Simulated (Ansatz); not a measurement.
Relaxed structures of CH₅BN, doublet (PBE0-D4/def2-TZVP; forces vanish, vibrations not checked; lower isomers may exist, and structures with a doubtful reference or unclear bonds are left out; Å). Program: Ansatz 0.2.0. Basis: def2-TZVPP. Cores are frozen in the correlated methods; orbitals are unrestricted.

Task: Rank them by CCSD(T) energy, lowest first, and give each one's height above the lowest. Links in brackets join atoms within 1.22 times the sum of their covalent radii (1.1 for two metals). (An estimate is asked for; the value comes from the calculation.)
A.
CH₅BN ([BH][CH2][NH2])
```
8
angstrom
B -1.3090 0.0511 -0.6733
C -0.0079 0.2925 0.0934
N 0.6998 -0.8428 0.6461
H -2.0790 0.8739 -1.0674
H 0.5445 0.8452 -0.7088
H -0.1690 1.0564 0.8686
H 1.6750 -0.6356 0.8139
H 0.6456 -1.6407 0.0275
```
B.
CH₅BN ([BH2][CH][NH2])
```
8
angstrom
B -0.8377 0.5171 -0.8225
C -0.0871 0.2312 0.4435
N 0.9034 -0.6753 0.5361
H -1.7083 1.3367 -0.8354
H -0.5501 -0.0899 -1.8211
H -0.2900 0.7384 1.3838
H 1.3965 -0.8549 1.3921
H 1.1734 -1.2033 -0.2765
```
C.
CH₅BN ([CH2][BH][NH2])
```
8
angstrom
B -0.0569 0.2693 0.4643
C -0.8434 0.5171 -0.8250
N 0.9233 -0.7282 0.5208
H -1.6105 1.2800 -0.9088
H -0.6847 -0.0537 -1.7381
H -0.2513 0.9135 1.4577
H 1.4611 -0.9223 1.3471
H 1.1563 -1.3184 -0.2605
```
D.
CH₅BN ([BH][CH][NH3])
```
8
angstrom
B -1.1760 0.0936 -0.6931
C -0.2173 0.3803 0.3158
N 0.6957 -0.7338 0.7198
H -2.0474 0.6461 -1.2830
H 0.6031 -1.0093 1.7001
H 0.0076 1.2772 0.8855
H 1.6842 -0.5440 0.5403
H 0.4042 -1.5239 0.1311
```

Result: By the calculation: C (0.0 kJ/mol), B (108.6 kJ/mol), A (258.2 kJ/mol), D (328.1 kJ/mol). Heights count from the lowest.

T1 diagnostic: at most 0.019. ⟨S²⟩ of the unrestricted Hartree–Fock references: 0.75 to 0.78 (a pure state has 0.75).

For scale, one of the runs: CCSD(T)/def2-TZVPP, 163 basis functions, launched by `ansatz run in.yaml --threads 2 --pin off --events-out ev --progress --plain --max-ram 4352MiB`. The run took 2.1 min on 2 CPU threads of an Arm Neoverse N1 (shared host), with 3.1 GiB of host memory at its peak.
